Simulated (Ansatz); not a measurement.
The input, for Ansatz 0.2.0:

```yaml
crystal:
  periodic: [false, false, false]
  atoms:
    - {symbol: As, position_ang: [0.000000, 0.000000, 0.000000]}
    - {symbol: H, position_ang: [0.000000, 0.000000, 1.531400]}
basis:
  gaussian: {orbitals: aug-cc-pVDZ, fitting: {mean_field: def2-universal-jkfit}}
magnetization: {spin_polarized: true, initial_magnetization: 4}
correlation: {method: ccsd_t, electrons: valence}
accuracy: high
output: {forces: true}
```

```sh
$ ansatz run in.yaml --threads 1 --pin off --events-out ev --progress --plain --max-ram 2393MiB
```

Output:

```
284 factors; integrals over basis functions are off by at most 4.1e-1 eV
mean field evaluation 1: about -60803.9873 eV, gradient 5.3e0 eV
mean field evaluation 2: about -60804.3585 eV, gradient 2.1e0 eV
mean field evaluation 4: about -60804.4573 eV, gradient 4.1e-1 eV
mean field evaluation 8: about -60804.4716 eV, gradient 6.6e-9 eV
mean field evaluation 16: about -60802.6709 eV, gradient 7.9e-1 eV
mean field evaluation 32: about -60801.8870 eV, gradient 6.9e-1 eV
mean field evaluation 64: about -60802.4696 eV, gradient 1.2e0 eV
mean field -60804.47163714 eV, -2234.5231179136 hartree, gradient 6.6e-9 eV, S^2 6.005199; 3 other end points of the search recorded, 0 dependent functions left out
determinant -60804.47163714 eV, -2234.5231179136 hartree, with singles and doubles -60807.13967630 eV, -2234.6211665443 hartree
determinant -60802.70262686 eV, -2234.4581079849 hartree, with singles and doubles -60805.34484306 eV, -2234.5552076392 hartree
determinant -60801.81391225 eV, -2234.4254483255 hartree, with singles and doubles -60804.38699279 eV, -2234.5200072911 hartree
determinant -60801.57227461 eV, -2234.4165683061 hartree, with singles and doubles -60804.09227679 eV, -2234.5091766782 hartree
9 core orbitals not correlated: weight in the atoms' cores, before any rotation towards them, 1.000 or more for the frozen orbitals, at most 0.000 for the correlated occupied ones
reference -60804.47163714 eV, -2234.5231179136 hartree; 10, 6 occupied and 26, 30 virtual orbitals, 284 factors
second order -2.21825613 eV of doubles, -0.00000000 eV of singles
cycle   1  -2.66806504 eV  change   -2.6e-5 eV  update   1.1e-3
cycle   2  -2.66795878 eV  change    1.1e-4 eV  update   7.9e-4
cycle   3  -2.66786499 eV  change    9.4e-5 eV  update   2.8e-4
cycle   4  -2.66780301 eV  change    6.2e-5 eV  update   1.4e-4
cycle   5  -2.66796042 eV  change   -1.6e-4 eV  update   6.4e-5
cycle   6  -2.66800490 eV  change   -4.4e-5 eV  update   1.8e-5
cycle   7  -2.66799695 eV  change    8.0e-6 eV  update   6.3e-6
cycle   8  -2.66799535 eV  change    1.6e-6 eV  update   1.8e-6
cycle   9  -2.66799558 eV  change   -2.3e-7 eV  update   6.7e-7
cycle  10  -2.66799570 eV  change   -1.2e-7 eV  update   2.6e-7
cycle  11  -2.66799571 eV  change   -1.7e-8 eV  update   1.2e-7
cycle  12  -2.66799569 eV  change    2.5e-8 eV  update   4.7e-8
cycle  13  -2.66799569 eV  change   -6.9e-9 eV  update   2.2e-8
cycle  14  -2.66799571 eV  change   -1.1e-8 eV  update   2.8e-8
cycle  15  -2.66799570 eV  change    1.1e-9 eV  update   9.7e-9
cycle  16  -2.66799570 eV  change   6.8e-11 eV  update   2.9e-9
cycle  17  -2.66799570 eV  change   1.4e-10 eV  update  9.2e-10
perturbative correction -0.07145660 eV, -0.0026259815 hartree
the calculation of the forces begins
Total energy: -60807.21108944 eV, -2234.6237909288 hartree
Atom 0 at     0.000000     0.000000     0.000000 Å, force    -0.000000     0.000000    -6.838090 eV/Å
Atom 1 at     0.000000     0.000000     1.531400 Å, force     0.000000    -0.000000     6.838090 eV/Å
Dipole moment:     0.000000     0.000000    -0.015951 e Å
```

Forces (eV/Å):
```
As   0.000  0.000 -6.838
H    0.000  0.000  6.838
```

Ran on 1 thread of Intel Xeon, shared host: 22 s wall, 0.15 GiB peak host memory.
